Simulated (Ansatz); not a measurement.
# CHAlN (doublet): from Hartree-Fock to the top rungs, def2-QZVPP

The task here is to estimate one member of a computed series from the others.

Computed with Ansatz 0.2.0, Gaussian basis. Level: def2-QZVPP, core rule «outside noble gas», up to 7 orbitals frozen.

Plan: UHF; ROHF; CCSD(T) on UHF.

2 further runs of the same task are left out: 2 set aside as unsound or not needed. Runs told in other sessions of the task aren't counted.

### The system

The geometry is a PBE0/def2-TZVP stationary point (not a proven minimum).

4 atoms, charge 0, spin multiplicity 2.

Atoms are counted from 1 here; the program's logs count them from 0.

Bond lengths: Al1–N2 1.833 Å, N2–C3 1.207 Å, C3–H4 1.103 Å. Angles: Al1–N2–C3 173.8°, N2–C3–H4 130.3°.

Set-up of the first run:

in.yaml

```yaml
crystal:
  periodic: [false, false, false]
  atoms:
    - {symbol: Al, position_ang: [-0.000006, -0.113958, 2.175529]}
    - {symbol: N, position_ang: [0.000059, -0.123062, 0.342317]}
    - {symbol: C, position_ang: [-0.000023, -0.259290, -0.857208]}
    - {symbol: H, position_ang: [-0.000030, 0.496310, -1.660638]}
basis:
  gaussian: {orbitals: "def2-QZVPP.json"}
magnetization: {spin_polarized: true, initial_magnetization: 1}
hamiltonian: {xc: hf}
output: {orbitals: {seedname: orbitals}}
```

Run with:

```
ansatz run in.yaml --threads 1 --pin off --events-out ev --progress --plain --max-ram 2393MiB
```

Among the steps run: UHF; ROHF; CCSD(T) on UHF.

One of the session's tables, all rows but one given; the rest of the session is left out.

It belongs to the step «Misses and costs». 

| method | from UCCSD(T) (kcal/mol) |
| --- | --- |
| ROHF | +284.14 |
| UHF | +280.89 |
| UMP2 | +24.07 |
| UCCSD | ? |
| UCCSD(T) | 0 |

Estimate the missing values for UCCSD.

**Answer.** from UCCSD(T) (kcal/mol): +14.19. In the column «from UCCSD(T) (kcal/mol)» it lies between UCCSD(T) (0) and UMP2 (+24.07).
